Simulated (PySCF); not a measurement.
Ligands exchanged one at a time, Si SH-H. Gas-phase values, no solvent. One relaxed conformer stands for each flexible species; it need not be the lowest. Strings in code marks are SMILES.

Level of theory: ωB97X-D3(BJ)/def2-TZVP // PBE0-D3(BJ)/def2-TZVP (PySCF). All candidates: neutral, multiplicity 1. Delta-SCF ions had no search for a lower state. 

```
Property                                   Result
--------------------------------------  ---------
vertical ionisation energy (Delta-SCF)   12.76 eV
HOMO                                    -12.45 eV
HOMO–LUMO gap                            15.46 eV
```

Question: Say which member has these values.
A) `S[SiH](S)S`
B) `S[SiH2]S` (H–S–Si–S torsion 56°, S–Si–S–H torsion 56°)
C) `[SiH4]`
D) `[SiH3]S`

Answer: C, `[SiH4]`. The others give `S[SiH2]S` (H–S–Si–S torsion 56°, S–Si–S–H torsion 56°): 9.91 eV, -9.88 eV, 11.89 eV; `S[SiH](S)S`: 10.00 eV, -10.00 eV, 12.01 eV; `[SiH3]S`: 10.05 eV, -9.95 eV, 12.01 eV
